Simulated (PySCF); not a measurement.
These are PBE-D3(BJ)/def2-TZVP // B3LYP-D3(BJ)/def2-TZVP (PySCF) values and carry that method's errors. Gas-phase values, no solvent. Excitations are Tamm–Dancoff values on a coarser integration grid. The basis has no diffuse functions, so Rydberg states are missing or too high.

Reference species (SMILES): `C=C` (neutral, multiplicity 1).

The HOMO is -6.76 eV. The S1 excitation (TDA) comes out as 7.77 eV.

Changed species: `C=CC` (X = methyl; the reference has X = H).

Task: Predict the effect on the HOMO and S1 excitation (TDA).

Result: the HOMO rises by 0.52 eV, to -6.24 eV; the S1 excitation (TDA) drops by 0.61 eV, to 7.16 eV.
